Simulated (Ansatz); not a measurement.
## Which is lower?

Two relaxed structures of CH₂AlO (charge +1), closed shell (PBE0-D4/def2-TZVP; forces vanish, vibrations not checked).

A:

```xyz
5
angstrom
C -0.8319 -1.2648 -0.0087
O -0.2243 -0.2240 0.1779
Al 1.0010 1.3779 0.0715
H -1.5979 -1.5868 0.7075
H -0.6224 -1.8875 -0.8877
```

B:

| atom | x (Å) | y (Å) | z (Å) |
| --- | --- | --- | --- |
| C1 | -0.2784 | -0.2979 | 0.3497 |
| O2 | -0.8689 | -1.2124 | 0.5659 |
| Al3 | 0.8894 | 1.5112 | -0.0775 |
| H4 | 0.7724 | 2.3367 | 1.2333 |
| H5 | 1.3929 | 1.2842 | -1.5295 |

Program: Ansatz 0.2.0. Basis: def2-TZVPP. Cores are frozen in the correlated methods. B3LYP uses VWN-RPA correlation.

Q: Which structure is lower at CCSD(T), and by how much? (An estimate is asked for; the value comes from the calculation.)

A: By the calculation: A, by 0.809 eV (electronic energy, against the other). By their contacts, A is CH₂AlO ([CH2][O][Al]), total charge +1 and B is CH₂AlO ([O][C][AlH2]), total charge +1.

All methods give the same order:

| method | E(B) − E(A) (eV) |
| --- | --- |
| PBE-D4 | 1.087 |
| r2SCAN-D4 | 0.840 |
| PBE0-D4 | 1.089 |
| B3LYP-D4 | 1.108 |
| wB97M-V | 1.083 |
| HF | 0.832 |
| MP2 | 0.696 |
| CCSD | 0.854 |
| CCSD(T) | 0.809 |

The T1 diagnostic stays at or below 0.019.

Labels in which every atom is bracketed show which atoms are joined, not bond orders.

For scale, one of the runs: CCSD(T)/def2-TZVPP, 132 basis functions, launched by `ansatz run in.yaml --threads 2 --pin off --events-out ev --progress --plain --max-ram 4352MiB`. Time: 6.5 s of wall clock on 2 CPU threads of an Arm Neoverse V1; the host was shared. Peak host memory: 0.63 GiB.
